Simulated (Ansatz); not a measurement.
**SiNH₃ (triplet): from Hartree-Fock to the top rungs at distance N1–H4 along a hydrogen transfer = 1.113 Å, cc-pVDZ**

Aim: climb from Hartree-Fock through coupled cluster and multireference methods for SiNH₃ (triplet) at one geometry and basis, and see what each rung misses.

The runs use Ansatz 0.2.0, Gaussian basis; cc-pVDZ, core rule «outside noble gas», up to 6 orbitals frozen.

The runs, in order: UHF; CCSD(T) on ROHF; CCSD(T) on UHF; BCCD(T) on ROHF; CISD; CCSDT(Q) on ROHF; CCSDT(Q) on UHF; CASSCF and MRCISD+Q, 4 electrons in 4 orbitals; CASSCF and NEVPT2, 4 electrons in 4 orbitals.

7 further runs of the same task are left out: 6 that didn't finish, 1 set aside as unsound or not needed.

## (1) The system

The geometry derives from fragments relaxed apart (PBE0/def2-TZVP) and kept rigid, so it is no stationary point. A hydrogen atom is moved between rigid fragments.

5 atoms, charge 0, spin multiplicity 3.

Atoms are counted from 1 here; the program's logs count them from 0.

Bond lengths: N1–H2 1.012 Å, N1–H3 1.012 Å, N1–H4 1.113 Å. Angles: H2–N1–H3 107.1°, H2–N1–H4 107.1°, H3–N1–H4 107.1°.

Coordinates:

```
atom    x (Å)    y (Å)    z (Å)
  N1  -1.9750  -0.0126  -0.0197
  H2  -2.2723   0.9552  -0.0197
  H3  -2.2723  -0.4149   0.8606
  H4  -0.8620  -0.0126  -0.0197
 Si5   1.1790  -0.0126  -0.0197
```

## (2) UHF

File in.yaml:

```yaml
crystal:
  periodic: [false, false, false]
  atoms:
    - {symbol: N, position_ang: [-1.975002, -0.012635, -0.019666]}
    - {symbol: H, position_ang: [-2.272282, 0.955198, -0.019665]}
    - {symbol: H, position_ang: [-2.272281, -0.414935, 0.860594]}
    - {symbol: H, position_ang: [-0.862002, -0.012635, -0.019666]}
    - {symbol: Si, position_ang: [1.178998, -0.012634, -0.019666]}
basis:
  gaussian: {orbitals: cc-pVDZ}
magnetization: {spin_polarized: true, initial_magnetization: 2}
hamiltonian: {xc: hf}
output: {orbitals: {seedname: orbitals}}
```

On the command line:

```sh
ansatz run in.yaml --threads 1 --pin off --events-out ev --progress --plain --max-ram 2393MiB
```

Further steps of the session: CCSD(T) on ROHF; CCSD(T) on UHF; BCCD(T) on ROHF; CISD; CCSDT(Q) on ROHF; CCSDT(Q) on UHF; CASSCF and MRCISD+Q, 4 electrons in 4 orbitals; CASSCF and NEVPT2, 4 electrons in 4 orbitals.

Q: Predict the results of all the runs planned. Wanted: UCCSDT(Q) below the RHF energy; RMP2 from UCCSDT(Q); UMP2 from UCCSDT(Q); RCCSD from UCCSDT(Q); RCCSD(T) from UCCSDT(Q); UCCSD(T) from UCCSDT(Q); RCCSDT(Q) from UCCSDT(Q); NEVPT2 pair from UCCSDT(Q); MRCISD+Q pair from UCCSDT(Q).

**Answer**, as computed:

| quantity | value |
| --- | --- |
| UCCSDT(Q) below the RHF energy | -7.7706 eV |
| RMP2 from UCCSDT(Q) | +110.3 kJ/mol |
| UMP2 from UCCSDT(Q) | +109.5 kJ/mol |
| RCCSD from UCCSDT(Q) | +19.8 kJ/mol |
| RCCSD(T) from UCCSDT(Q) | +3.4 kJ/mol |
| UCCSD(T) from UCCSDT(Q) | +3.3 kJ/mol |
| RCCSDT(Q) from UCCSDT(Q) | 0.0 kJ/mol |
| NEVPT2 pair from UCCSDT(Q) | +113.4 kJ/mol |
| MRCISD+Q pair from UCCSDT(Q) | +6.0 kJ/mol |
| levels within 1 kcal/mol (43 meV) | RCCSD(T), UCCSD(T), BCCD(T), RCCSDT, UCCSDT, RCCSDT(Q) |
| T1 diagnostic | 0.020 |

RCCSD(T) misses by +3.4 kJ/mol, 0.5 % of the correlation energy. Of the multireference levels listed MRCISD+Q pair comes nearest in total energy (+6.0 kJ/mol), which doesn't show that its space is the better one. These misses are within one basis, not against nature; the frozen cores of restricted and unrestricted runs differ, which can shift their rows.
